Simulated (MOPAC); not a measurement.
MOPAC input (PM6):

```
PM6 FORCE THERMO(298,298) PRECISE LET UHF MS=0.5 GEO-OK AUX(PRECISION=9) THREADS=1
C4H3S

S     0.00109570 1    0.02425810 1    1.13578460 1
C     0.00270590 1    1.34295260 1   -0.05308562 1
C    -0.00261647 1   -1.23568202 1   -0.08873782 1
C     0.00033425 1    0.71149653 1   -1.22186678 1
C    -0.00266599 1   -0.69595300 1   -1.34473178 1
H     0.00508000 1    2.37634547 1    0.22305326 1
H    -0.00448321 1   -2.27325974 1    0.19535348 1
H    -0.00462152 1   -1.22761436 1   -2.28396021 1
```

Problem. Which zero-point energy does it print?

Solution. 32.86 kcal/mol, from the harmonic wavenumbers of PM6.
